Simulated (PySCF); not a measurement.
Computed spin Hamiltonian

Compound: C₅H₈N (doublet state).
Cartesian coordinates in Å at the GFN2-xTB level; atoms count from 1:
```xyz
14
C5H8N angstrom
C      2.5757   -0.4755    0.0164
C      1.6925    0.3028   -0.1986
C      0.5948    1.2215   -0.4267
C     -0.5543    0.9605    0.5566
C     -1.1832   -0.4163    0.3177
N     -1.9648   -0.5989   -0.8186
H      3.3610   -1.1490    0.1902
H      0.2389    1.0944   -1.4544
H      0.9570    2.2477   -0.3149
H     -1.3185    1.7331    0.4337
H     -0.1747    1.0150    1.5791
H     -0.3878   -1.1854    0.2932
H     -1.7997   -0.7171    1.1848
H     -2.0376    0.2467   -1.3806
```

The hyperfine couplings belong to this conformer and change with its torsions.

As a line formula: `C#CCCC[NH]` [radical].

Method used: UKS B3LYP, pcH-1 on C H N, non-relativistic, mean-field spin-orbit, GIAO in PySCF 2.14.0. Geometry: GFN2-xTB, one conformer, isolated molecule. The geometry wasn't refined by DFT: couplings that depend on bond lengths, twists or pyramidal angles can differ widely from those at the functional's own minimum. The SCF solution wasn't tested for stability.

- g1, g2, g3: 2.00212, 2.00379, 2.00761
- g_iso: 2.00451
- Form of g: rhombic: the two nearest values differ by 30 % of g3 − g1
- ⟨S²⟩: 0.7535 (exact 0.7500)
- HOMO–LUMO gap, α and β orbitals: 7.71, 4.62 eV

Hyperfine couplings atom by atom, in G; T1 to T3 are the principal values of the dipolar part (MHz turned into gauss with g_iso; 10 G = 1 mT):

```csv
atom,isotope,a_iso,T1,T2,T3,Mulliken spin population
C1,13C,0.2,-0.2,-0.1,0.3,0.00
C2,13C,0.2,-0.2,-0.1,0.3,0.00
C3,13C,-0.4,-0.3,0.1,0.2,0.00
C4,13C,-1.1,-0.4,-0.3,0.6,0.01
C5,13C,-13.4,-2.0,0.7,1.3,-0.08
N6,14N,11.1,-15.5,-15.2,30.7,0.96
H7,1H,-0.1,-0.2,-0.2,0.4,0.00
H8,1H,0.5,-1.2,-1.0,2.2,0.00
H9,1H,-0.2,-0.4,-0.4,0.8,0.00
H10,1H,-0.4,-1.2,-1.1,2.3,0.00
H11,1H,-0.3,-0.7,-0.6,1.4,0.00
H12,1H,61.5,-2.8,-1.3,4.1,0.07
H13,1H,60.7,-2.6,-1.3,3.9,0.07
H14,1H,-21.1,-18.7,-3.0,21.8,-0.03
```

The Mulliken spin populations are largest on N6 (+0.96), C5 (-0.08), H13 (+0.07) and H12 (+0.07). N6 is the only atom above +0.15.

Under fast tumbling the dipolar parts average out, and these isotropic splittings remain: 2 × 1H (H12/H13, I = 1/2, 3 lines) with 6.11 mT, 1 × 1H (H14, I = 1/2, 2 lines) with 2.11 mT, 1 × 14N (N6, I = 1, 3 lines) with 1.11 mT and 2 × 1H (H10/H11, I = 1/2, 3 lines) with 0.04 mT.

Nuclei that the bonding pattern makes equivalent are averaged, as if the motion that swaps them (rotation, inversion, ring flip) were fast.

The 13C coupling of C5 (-37.5 MHz) shows only in satellite lines or after enrichment, since that isotope makes up about 1.07 % of natural carbon.

β density exceeds α density at some nuclei, such as C5 (-0.0333), H14 (-0.0132) and C4 (-0.0028), spin density in bohr⁻³. In a single determinant that takes different orbitals for the two spins, that is spin polarisation.
